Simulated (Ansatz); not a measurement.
# 1T (CdI2-type) SnSe2: elastic constant C44 by level of theory

No measured value is used here.

Task: Put these levels in order of the elastic constant C44 that they give for 1T (CdI2-type) SnSe2, smallest first: HSE06-D3(BJ) (Ansatz, a program for electronic structure), LDA (Ansatz), PBE (Ansatz), PBE-D3(BJ)+SOC (Ansatz), r²SCAN (Ansatz).

Result: PBE (1.19 GPa), r²SCAN (4.88 GPa), PBE-D3(BJ)+SOC (10.7 GPa), LDA (11.0 GPa), HSE06-D3(BJ) (13.3 GPa)

Unless a cell is named, each level is at its own relaxed cell (LDA 24.56, PBE 30.32, PBE-D3(BJ)+SOC 25.58, r²SCAN 27.80, HSE06-D3(BJ) 24.65 Å³/atom).

r²SCAN, PBE: the cell comes from a level without a dispersion term, which matters for the spacing of layers, chains or molecules. LDA: LDA has no dispersion term either, though it tends to give short spacings of layers, chains or molecules. HSE06-D3(BJ): the dispersion coefficients are held fixed in the derivatives. Each level is taken at its own relaxed cell. Cutoffs and k meshes differ between the levels. Ansatz's density-functional and Hartree–Fock values are scalar-relativistic unless marked +SOC, with PAW data made under PBE.
